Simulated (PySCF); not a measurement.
# C6H6: magnetic properties

One table from this session's results is given with a row withheld; the runs are named, their logs left out.

Programs: PySCF 2.14.0, with routines of our own; each step states its level. All values are computed. Atoms count from 0.

## The starting structure

12 atoms, charge 0, multiplicity 1; geometry from: PBE0-D3(BJ)/def2-SVP.

Set-up of the first run:

What the job is given:

```
{"job": {"kind": "mag", "xc": "B97-D", "basis": "aug-pcSseg-1"}, "charge": 0, "multiplicity": 1}
C      0.962468     1.008465    -0.019745
C      1.354927    -0.329952    -0.014520
C      0.392030    -1.338787     0.002796
C     -0.963231    -1.009189     0.014991
C     -1.355706     0.329224     0.009772
C     -0.392800     1.338050    -0.007542
H      1.716841     1.799085    -0.033486
H      2.416807    -0.588015    -0.024074
H      0.699236    -2.387555     0.006911
H     -1.717604    -1.799809     0.028733
H     -2.417587     0.587287     0.019339
H     -0.700008     2.386820    -0.011639
```

Level: GIAO B97-D/aug-pcSseg-1 magnetisability, rotational g tensor and spin-rotation constants, non-relativistic, gas phase.

Launch:

```bash
$ OMP_NUM_THREADS=1 python excited_run.py task.json out
```

One launch serves the whole session: the jobs run in the order shown.

Among the steps run: Magnetic properties: GIAO B97-D/aug-pcSseg-1; Magnetic properties: GIAO BP86/aug-pcSseg-1; Magnetic properties: GIAO BHandHLYP/aug-pcSseg-1; Magnetic properties: GIAO OLYP/aug-pcSseg-1; Magnetic properties: GIAO B97-2/aug-pcSseg-1; Magnetic properties: GIAO revPBE/aug-pcSseg-1.

One table of the session follows, with a row left open; its other results are not shown here.

```
                      level  gap (eV)
    GIAO B97-D/aug-pcSseg-1      5.16
     GIAO BP86/aug-pcSseg-1      5.16
GIAO BHandHLYP/aug-pcSseg-1      8.28
     GIAO OLYP/aug-pcSseg-1      5.16
    GIAO B97-2/aug-pcSseg-1      6.75
   GIAO revPBE/aug-pcSseg-1         ?
```

**Question.** Estimate the row for GIAO revPBE/aug-pcSseg-1.

**Answer.** gap (eV): 5.17. In the column «gap (eV)» it lies between GIAO OLYP/aug-pcSseg-1 (5.16) and GIAO B97-2/aug-pcSseg-1 (6.75).

Limits of these values: Vibrational averaging and real surroundings are missing from these values.
